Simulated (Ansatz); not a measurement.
CH7N3S (`NC(N)(N)S`), relaxed with RKS PBE-D4/def2-SVP in Ansatz from a rough embedded geometry. The force threshold is 0.03 eV/Å; the program also tests the step.

Charge 0, multiplicity 1.

Start:

```xyz
12

N    -0.549    0.109   -1.208
C     0.143    0.134   -0.048
N    -0.554    1.065    0.701
N    -0.044   -1.140    0.557
S     1.860    0.473   -0.205
H    -0.382    1.063   -1.667
H    -0.014   -0.507   -1.853
H    -1.485    0.811    0.754
H    -0.198    1.080    1.695
H     0.125   -1.092    1.496
H    -1.099   -1.286    0.407
H     2.196   -0.710   -0.629
```

| step | energy (eV) | largest force (eV/Å) | largest move (Å) |
| --- | --- | --- | --- |
| 1 | -16436.2397 | 5.576 | 0.000 |
| 2 | -16437.4896 | 1.577 | 0.185 |
| 3 | -16437.6536 | 0.555 | 0.156 |
| 4 (rejected) | -16437.6496 | 0.432 | 0.100 |
| 5 | -16437.6741 | 0.117 | 0.050 |
| 6 | -16437.6757 | 0.069 | 0.030 |
| 7 | -16437.6761 | 0.012 | 0.012 |

End:

```xyz
12

N    -0.591    0.151   -1.326
C     0.046    0.116   -0.044
N    -0.519    1.213    0.728
N    -0.067   -1.256    0.435
S     1.916    0.525   -0.006
H    -0.465    1.073   -1.756
H    -0.192   -0.565   -1.941
H    -1.541    1.103    0.757
H    -0.156    1.202    1.687
H     0.343   -1.334    1.373
H    -1.065   -1.503    0.492
H     2.290   -0.724   -0.399
```

Hardware: 4 threads of an Arm Neoverse N1 on a shared host. Wall time 16 s, peak host memory 0.16 GiB.
